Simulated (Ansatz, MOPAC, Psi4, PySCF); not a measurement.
Species: C5H4N, charge 0, multiplicity 2. SMILES: [c]1ccncc1
Geometry: optimised at B3LYP-D3(BJ)/def2-TZVP (Ansatz, a first-principles code).

Property: size of the dipole moment, in D. Terms: LANL2DZ all-electron up to Ne; non-relativistic; 6-31G* and kin with 6d, 5d where marked; no spin-orbit coupling; UHF or UKS for open shells; no dispersion term unless named; 6-311+G** with 5d. First-principles rows: single points at B3LYP-D3(BJ) geometries (Ansatz). Semi-empirical rows: dipoles at the shared geometry.

| level | program | size of the dipole moment (D) |
|---|---|---|
| AM1 | MOPAC | 0.81 |
| PM3 | MOPAC | 1.03 |
| PM6 | MOPAC | 1.22 |
| SVWN5/6-31G* | Ansatz | 0.88 |
| PBE/STO-3G | Ansatz | 1.12 |
| PBE/LANL2DZ | Ansatz | 1.05 |
| PBE/def2-SVP | Ansatz | 0.87 |
| BP86/def2-SVP | PySCF | 0.87 |
| B3LYP/3-21G | Ansatz | 1.11 |
| B3LYP/6-31G* | Ansatz | 1.16 |
| B3LYP/6-31+G* | Ansatz | 1.20 |
| B3LYP/6-31G** | Ansatz | 1.16 |
| PBE0/6-311+G** | Ansatz | 1.22 |
| wB97X-D/6-311+G** | Psi4 | 1.26 |

No value to compare with is used here. The 14 habitual levels span 0.81 (AM1) to 1.26 D (wB97X-D/6-311+G**).

The levels are drawn from those run, B3LYP/6-31G* more often than the rest, none by its result; runs whose electronic state is in doubt are left out.
